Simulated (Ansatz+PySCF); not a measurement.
Values are calculated unless marked as measured or tabulated.
## PySCF 2.14.0 run

```python
from pyscf import gto, scf, cc

mol = gto.M(atom="""
P 0.000000 0.000000 0.000000
O 0.000000 0.000000 1.360000
""", basis='6-31g', charge=0, spin=1)
mf = scf.UHF(mol)
mf.kernel()
mycc = cc.CCSD(mf, frozen=6).run()
et = mycc.ccsd_t()
print(mf.e_tot, mycc.e_corr, et, mycc.e_tot + et)
```

The script is written out from the run's settings.

The run gave:

* Converged: yes
* Reference energy: -415.40538 hartree
* CCSD correlation energy: -0.17727 hartree
* Triples correction: -0.00523 hartree
* Total energy: -415.58787 hartree
* Spin squared of the determinant: 0.758
